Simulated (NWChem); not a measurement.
System: AlF$_{3}$; SMILES [F][Al]([F])[F]

```xyz
4

Al     0.0000     0.0000     0.0000
F     -0.5574    -1.5616     0.0000
F     -1.0737     1.2635     0.0000
F      1.6310     0.2981     0.0000
```
Atoms are numbered in this order, from 1.

All runs: NWChem. Structure relaxed at the PBE-D3(BJ)/def2-SVP level. Total energies compare along this basis series because the functional is fixed.

```csv
level,basis functions,energy (Ha),highest occupied level (eV),orbital gap (eV)
PBE/STO-3G,24,-534.3523,-2.11,6.70
PBE/def2-SVP,60,-541.4352,-9.14,6.83
PBE/def2-SVPD,93,-541.4756,-9.80,7.06
PBE/def2-TZVP,130,-541.9125,-9.60,7.02
PBE/def2-TZVPD,163,-541.9157,-9.68,6.96
PBE/def2-TZVPP,135,-541.9127,-9.60,7.02
PBE/def2-QZVP,241,-541.9417,-9.67,7.01
```
